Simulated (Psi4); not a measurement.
Psi4 input (wB97X-D/6-31G*):

```
memory 1500 MB

molecule {
0 3
C     0.00319266    0.00643257    0.66040383
C    -0.00319266   -0.00643257   -0.66040383
F     0.02490825    1.11427502    1.37583632
F    -0.01150102   -1.08726216    1.39745609
F     0.01150102    1.08726216   -1.39745609
F    -0.02490825   -1.11427502   -1.37583632
symmetry c1
no_reorient
no_com
}

set {
  basis 6-31G*
  reference uks
  scf_type pk
  dft_radial_points 99
  dft_spherical_points 590
  e_convergence 1e-8
  d_convergence 1e-7
  maxiter 150
}

e = energy('wb97x-d')
print_out(f'\nFINAL {e:.10f} DIPOLE {variable("CURRENT DIPOLE")[0]:.6f} {variable("CURRENT DIPOLE")[1]:.6f} {variable("CURRENT DIPOLE")[2]:.6f}\n')
```

**Question.** What final total energy does it give?

**Answer.** -475.13178 Eh.
